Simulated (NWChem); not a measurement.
Everything below was run with NWChem. System: thiophene (C4H4S), charge 0, spin multiplicity 1, at a geometry optimised with B3LYP/def2-SVP. Level: PBE/def2-TZVP.

The NWChem input:

```
start mol
memory heap 200 mb stack 900 mb global 1100 mb
geometry units angstroms nocenter noautoz
  C     -0.714857     0.000000     1.274516
  C      0.714857     0.000000     1.274516
  C      1.241839     0.000000     0.007397
  S      0.000000     0.000000    -1.197907
  C     -1.241839     0.000000     0.007397
  H     -1.325732     0.000000     2.178834
  H      1.325732     0.000000     2.178834
  H      2.290433     0.000000    -0.287055
  H     -2.290433     0.000000    -0.287055
  symmetry group C2v
end
basis spherical
  * library def2-tzvp
end
dft
  xc xpbe96 cpbe96
  semidirect memsize 60000000 filesize 0
  iterations 100
end
task dft energy
```

NWChem printed:

```
             Northwest Computational Chemistry Package (NWChem) 7.3.0
             --------------------------------------------------------

                                NWChem Input Module
                                -------------------

 Scaling coordinates for geometry "geometry" by  1.889725989
 (inverse scale =  0.529177249)

 Turning off AUTOSYM since
 SYMMETRY directive was detected!

                             Geometry "geometry" -> ""
                             -------------------------

 Output coordinates in angstroms (scale by  1.889725989 to convert to a.u.)

  No.       Tag          Charge          X              Y              Z
 ---- ---------------- ---------- -------------- -------------- --------------
    1 C                    6.0000    -0.71485700     0.00000000     1.27451600
    2 C                    6.0000     0.71485700     0.00000000     1.27451600
    3 C                    6.0000     1.24183900     0.00000000     0.00739700
    4 S                   16.0000     0.00000000     0.00000000    -1.19790700
    5 C                    6.0000    -1.24183900     0.00000000     0.00739700
    6 H                    1.0000    -1.32573200     0.00000000     2.17883400
    7 H                    1.0000     1.32573200     0.00000000     2.17883400
    8 H                    1.0000     2.29043300     0.00000000    -0.28705500
    9 H                    1.0000    -2.29043300     0.00000000    -0.28705500

 Effective nuclear repulsion energy (a.u.)     201.6176944973

            Nuclear Dipole moment (a.u.)
            ----------------------------
        X                 Y               Z
 ---------------- ---------------- ----------------
     0.0000000000     0.0000000000     0.0000037795

      Symmetry information
      --------------------

 Group name             C2v
 Group number             16
 Group order               4
 No. of unique centers     5

      Symmetry unique atoms

     1    3    4    6    8


 Summary of "ao basis" -> "" (spherical)
 ------------------------------------------------------------------------------
       Tag                 Description            Shells   Functions and Types
 ---------------- ------------------------------  ------  ---------------------
 *                         def2-tzvp                  on all atoms

  pbe96 is a nonlocal functional; adding pw91lda local functional.

                                 NWChem DFT Module
                                 -----------------

 Summary of "ao basis" -> "ao basis" (spherical)
 ------------------------------------------------------------------------------
       Tag                 Description            Shells   Functions and Types
 ---------------- ------------------------------  ------  ---------------------
 C                         def2-tzvp                11       31   5s3p2d1f
 S                         def2-tzvp                13       37   5s5p2d1f
 H                         def2-tzvp                 4        6   3s1p

 Summary of "ao basis" -> "ao basis" (spherical)
 ------------------------------------------------------------------------------
       Tag                 Description            Shells   Functions and Types
 ---------------- ------------------------------  ------  ---------------------
 C                         def2-tzvp                11       31   5s3p2d1f
 S                         def2-tzvp                13       37   5s5p2d1f
 H                         def2-tzvp                 4        6   3s1p

      Symmetry analysis of basis
      --------------------------

        a1         68
        a2         25
        b1         61
        b2         31

            General Information
            -------------------
          SCF calculation type: DFT
          Wavefunction type:  closed shell.
          No. of atoms     :     9
          No. of electrons :    44
           Alpha electrons :    22
            Beta electrons :    22
          Charge           :     0
          Spin multiplicity:     1
          Use of symmetry is: on ; symmetry adaption is: on
          Maximum number of iterations: 100
          AO basis - number of functions:   185
                     number of shells:    73
          Convergence on energy requested:  1.00D-06
          Convergence on density requested:  1.00D-05
          Convergence on gradient requested:  5.00D-04

              XC Information
              --------------
          PerdewBurkeErnzerhof Exchange Functional  1.000
            Perdew 1991 LDA Correlation Functional  1.000 local
           PerdewBurkeErnz. Correlation Functional  1.000 non-local

             Grid Information
             ----------------
          Grid used for XC integration:  medium
          Radial quadrature: Mura-Knowles
          Angular quadrature: Lebedev.
          Tag              B.-S. Rad. Rad. Pts. Rad. Cut. Ang. Pts.
          ---              ---------- --------- --------- ---------
          C                   0.70       49          11.0       434
          S                   1.00       88          11.0       590
          H                   0.35       45          12.0       434
          Grid pruning is: on
          Number of quadrature shells:   276
          Spatial weights used:  Erf1

          Convergence Information
          -----------------------
          Convergence aids based upon iterative change in
          total energy or number of iterations.
          Levelshifting, if invoked, occurs when the
          HOMO/LUMO gap drops below (HL_TOL):  1.00D-02
          DIIS, if invoked, will attempt to extrapolate
          using up to (NFOCK): 10 stored Fock matrices.

                    Damping( 0%)  Levelshifting(0.5)       DIIS
                  --------------- ------------------- ---------------
          dE  on:    start            ASAP                start
          dE off:    2 iters        100 iters           100 iters

      Screening Tolerance Information
      -------------------------------
          Density screening/tol_rho:  1.00D-10
          AO Gaussian exp screening on grid/accAOfunc:  14
          CD Gaussian exp screening on grid/accCDfunc:  20
          XC Gaussian exp screening on grid/accXCfunc:  20
          Schwarz screening/accCoul:  1.00D-08

      Superposition of Atomic Density Guess
      -------------------------------------

 Sum of atomic energies:        -550.16405094

      Non-variational initial energy
      ------------------------------

 Total energy =    -553.288129
 1-e energy   =   -1153.513894
 2-e energy   =     398.608071
 HOMO         =      -0.298083
 LUMO         =      -0.260936

      Symmetry analysis of molecular orbitals - initial
      -------------------------------------------------

  Numbering of irreducible representations:

     1 a1          2 a2          3 b1          4 b2

  Orbital symmetries:

     1 a1          2 b1          3 a1          4 b1          5 a1
     6 b1          7 a1          8 b1          9 a1         10 b2
    11 a1         12 b1         13 a1         14 b1         15 a1
    16 a1         17 b2         18 b1         19 a1         20 b1
    21 a1         22 b2         23 a2         24 a1         25 b2
    26 b1         27 a2         28 a1         29 b1         30 a1
    31 b1         32 a1

------------------------------------------------------------
EAF file 0: "./mol.aoints.0" size=524288 bytes
------------------------------------------------------------
               write      read    awrite     aread      wait
               -----      ----    ------     -----      ----
     calls:        1         0         0         0         0
   data(b): 5.24e+05  0.00e+00  0.00e+00  0.00e+00
   time(s): 0.00e+00  0.00e+00  0.00e+00  0.00e+00  0.00e+00
rate(mb/s): 0.00e+00  0.00e+00
------------------------------------------------------------

 Grid integrated density:      43.999937912411
 Requested integration accuracy:   0.10E-05

   convergence    iter        energy       DeltaE   RMS-Dens  Diis-err    time
 ---------------- ----- ----------------- --------- --------- ---------  ------
 d= 0,ls=0.0,diis     1   -550.1463085870 -7.52D+02  1.06D+02  8.59D+00     3.5
 d= 0,ls=0.0,diis     2   -551.8284259565 -1.68D+00  1.06D-02  6.75D+00     3.9
 d= 0,ls=0.0,diis     3   -552.3294384622 -5.01D-01  6.62D-03  2.83D+00     4.3
 d= 0,ls=0.0,diis     4   -552.6767058688 -3.47D-01  2.87D-03  2.25D-01     4.7
 d= 0,ls=0.0,diis     5   -552.6902374930 -1.35D-02  1.32D-03  1.21D-01     5.1
  Resetting Diis
 d= 0,ls=0.0,diis     6   -552.7074511547 -1.72D-02  3.34D-04  1.09D-02     5.6
 d= 0,ls=0.0,diis     7   -552.7087591573 -1.31D-03  2.02D-04  5.02D-04     6.0
 d= 0,ls=0.0,diis     8   -552.7086881142  7.10D-05  1.32D-04  1.01D-03     6.4
 d= 0,ls=0.0,diis     9   -552.7088203136 -1.32D-04  2.73D-05  4.29D-05     6.8
 d= 0,ls=0.0,diis    10   -552.7088252008 -4.89D-06  8.24D-06  6.14D-06     7.3
 d= 0,ls=0.0,diis    11   -552.7088261197 -9.19D-07  1.09D-06  1.65D-07     7.7

         Total DFT energy =     -552.708826119743
      One electron energy =    -1157.625055666736
           Coulomb energy =      451.794954246316
    Exchange-Corr. energy =      -48.496419196586
 Nuclear repulsion energy =      201.617694497263

 Numeric. integr. density =       44.000005172107

     Total iterative time =      7.2s

                  Occupations of the irreducible representations
                  ----------------------------------------------

                     irrep           alpha         beta
                     --------     --------     --------
                     a1               11.0         11.0
                     a2                1.0          1.0
                     b1                7.0          7.0
                     b2                3.0          3.0

                       DFT Final Molecular Orbital Analysis
                       ------------------------------------

 Vector   20  Occ=2.000000D+00  E=-3.069344D-01  Symmetry=a1
              MO Center= -1.4D-14,  4.8D-16, -6.4D-01, r^2= 3.1D+00
   Bfn.  Coefficient  Atom+Function         Bfn.  Coefficient  Atom+Function
  ----- ------------  ---------------      ----- ------------  ---------------
   110      0.428343  4 S  pz               113      0.261668  4 S  pz
   107      0.191336  4 S  pz                97     -0.185782  4 S  s
   101     -0.163165  4 S  pz                70     -0.126088  3 C  pz
   138     -0.126088  5 C  pz                96      0.118029  4 S  s
     8      0.114986  1 C  pz                39      0.114986  2 C  pz

 Vector   21  Occ=2.000000D+00  E=-2.271104D-01  Symmetry=b2
              MO Center=  1.0D-14, -4.4D-16, -2.6D-02, r^2= 3.1D+00
   Bfn.  Coefficient  Atom+Function         Bfn.  Coefficient  Atom+Function
  ----- ------------  ---------------      ----- ------------  ---------------
   109      0.403350  4 S  py               112      0.276009  4 S  py
     7     -0.210902  1 C  py                38     -0.210902  2 C  py
   106      0.186360  4 S  py                10     -0.182565  1 C  py
    41     -0.182565  2 C  py               100     -0.152768  4 S  py
    13     -0.121498  1 C  py                44     -0.121498  2 C  py

 Vector   22  Occ=2.000000D+00  E=-2.144181D-01  Symmetry=a2
              MO Center= -4.4D-15, -4.4D-16,  2.9D-01, r^2= 2.8D+00
   Bfn.  Coefficient  Atom+Function         Bfn.  Coefficient  Atom+Function
  ----- ------------  ---------------      ----- ------------  ---------------
    69      0.267606  3 C  py               137     -0.267606  5 C  py
    72      0.236961  3 C  py               140     -0.236961  5 C  py
    75      0.176418  3 C  py               143     -0.176418  5 C  py
     7     -0.156021  1 C  py                38      0.156021  2 C  py
    10     -0.135200  1 C  py                41      0.135200  2 C  py

 Vector   23  Occ=0.000000D+00  E=-4.895802D-02  Symmetry=b2
              MO Center= -4.8D-14, -5.2D-16, -3.8D-03, r^2= 3.5D+00
   Bfn.  Coefficient  Atom+Function         Bfn.  Coefficient  Atom+Function
  ----- ------------  ---------------      ----- ------------  ---------------
   112     -0.429284  4 S  py                75      0.396044  3 C  py
   143      0.396044  5 C  py                69      0.263220  3 C  py
   137      0.263220  5 C  py               109     -0.249302  4 S  py
    72      0.244242  3 C  py               140      0.244242  5 C  py
    13     -0.228708  1 C  py                44     -0.228708  2 C  py

 Vector   24  Occ=0.000000D+00  E=-6.896688D-03  Symmetry=b1
              MO Center= -3.5D-15, -8.9D-16, -1.1D+00, r^2= 3.2D+00
   Bfn.  Coefficient  Atom+Function         Bfn.  Coefficient  Atom+Function
  ----- ------------  ---------------      ----- ------------  ---------------
    67      1.670599  3 C  s                135     -1.670599  5 C  s
     5      1.144381  1 C  s                 36     -1.144381  2 C  s
   111     -1.068270  4 S  px                14     -0.536951  1 C  pz
    45      0.536951  2 C  pz                66      0.415647  3 C  s
   134     -0.415647  5 C  s                108     -0.340404  4 S  px

 Vector   25  Occ=0.000000D+00  E= 1.278096D-02  Symmetry=a2
              MO Center=  6.3D-14, -1.3D-15,  8.3D-01, r^2= 3.3D+00
   Bfn.  Coefficient  Atom+Function         Bfn.  Coefficient  Atom+Function
  ----- ------------  ---------------      ----- ------------  ---------------
    13      0.704631  1 C  py                44     -0.704631  2 C  py
    75      0.431223  3 C  py               143     -0.431223  5 C  py
     7      0.292012  1 C  py                38     -0.292012  2 C  py
    10      0.249646  1 C  py                41     -0.249646  2 C  py
    69      0.150248  3 C  py               137     -0.150248  5 C  py

 center of mass
 --------------
 x =   0.00000000 y =   0.00000000 z =  -0.08369553

 moments of inertia (a.u.)
 ------------------
         337.237952580906           0.000000000000           0.000000000000
           0.000000000000         563.619630973461           0.000000000000
           0.000000000000           0.000000000000         226.381678392555

     Multipole analysis of the density
     ---------------------------------

     L   x y z        total         alpha         beta         nuclear
     -   - - -        -----         -----         ----         -------
     0   0 0 0      0.000000    -22.000000    -22.000000     44.000000

     1   1 0 0      0.000000      0.000000      0.000000      0.000000
     1   0 1 0     -0.000000     -0.000000     -0.000000      0.000000
     1   0 0 1      0.182288      0.091142      0.091142      0.000004

     2   2 0 0    -23.462997    -80.734304    -80.734304    138.005612
     2   1 1 0     -0.000000     -0.000000     -0.000000      0.000000
     2   1 0 1      0.000000      0.000000      0.000000      0.000000
     2   0 2 0    -29.871010    -14.935505    -14.935505      0.000000
     2   0 1 1      0.000000      0.000000      0.000000      0.000000
     2   0 0 2    -25.775799   -105.936416   -105.936416    186.097033

 Task  times  cpu:        7.7s     wall:        7.7s

 Total times  cpu:        7.7s     wall:        7.7s
```
